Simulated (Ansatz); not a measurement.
System: zinc-blende InP. Method: rVV10 (Ansatz, an electronic-structure program, PAW).

Total energies, extrapolated to zero smearing (they compare only within this program, potentials and cutoff; free atoms with spin allowed, lowest state found):

```tsv
system	energy (eV/atom)
zinc-blende InP, relaxed	-3204.6339
free In atom	-5638.7559
free P atom	-763.8999
```

Task: Work out the cohesive energy per atom.

Result: E_coh = [1 × (-5638.7559) + 1 × (-763.8999)]/2 − (-3204.6339) = 3.31 eV/atom. The reference value is 3.47 eV/atom (measured, static lattice: zero-point vibration energy added, our sources range from 3.38 to 3.47; as tabulated in Mejia-Rodriguez and Trickey (2018), arXiv:1807.09216), not set against a level without spin–orbit coupling.

Spin–orbit coupling is left out; its size isn't shown.

The PAW data were made under PBE.
